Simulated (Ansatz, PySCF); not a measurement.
System: AlCl3 (charge 0, singlet). 
Coordinates optimised at B3LYP-D3(BJ)/def2-TZVP (Ansatz, a first-principles code):
```
Al
Cl 1 2.0764
Cl 1 2.0764 2 120.00
Cl 1 2.0764 2 120.00 3 -180.00
```
Charge 0, spin multiplicity 1.

Property: atomisation energy (electronic, to ground-state atoms), in kcal/mol. Cores are frozen in the correlated levels unless marked. UHF or UKS for open shells. Spin-orbit coupling is left out. No relativistic terms. The coupled-cluster limit lacks core correlation, which all-electron functionals hold. CBS marks a two-point X^-3 extrapolation of the correlation energy; Hartree-Fock from the larger set.

```
level                                        program  atomisation energy (kcal/mol)
------------------------------------  --------------  -----------------------------
HF-D3(BJ)/def2-TZVPD                   PySCF + dftd3                            [?]
r2SCAN/def2-TZVPD                             Ansatz                          314.2
r2SCAN-D4/def2-TZVPD                  Ansatz + dftd4                          314.9
PBE0/STO-3G                                   Ansatz                          400.2
PBE0/def2-SVP                                 Ansatz                            [?]
PBE0-D4/def2-TZVPD                    Ansatz + dftd4                            [?]
wB97M-V/def2-TZVPD                            Ansatz                            [?]
B2PLYP-D3(BJ)/def2-TZVPD              Ansatz + dftd3                          304.2
SCS-MP2/cc-pV(Q+d)Z                           Ansatz                          313.2
CCSD/6-31G*                                   Ansatz                          275.0
CCSD/cc-pVTZ                                  Ansatz                          289.4
CCSD(T)/CBS(cc-pV(T+d)Z,cc-pV(Q+d)Z)          Ansatz                          313.8
```

Question: What belongs in the gaps?

Answer: 
- HF-D3(BJ)/def2-TZVPD, atomisation energy (kcal/mol): 265.3
- PBE0/def2-SVP, atomisation energy (kcal/mol): 305.2
- PBE0-D4/def2-TZVPD, atomisation energy (kcal/mol): 307.9
- wB97M-V/def2-TZVPD, atomisation energy (kcal/mol): 311.0
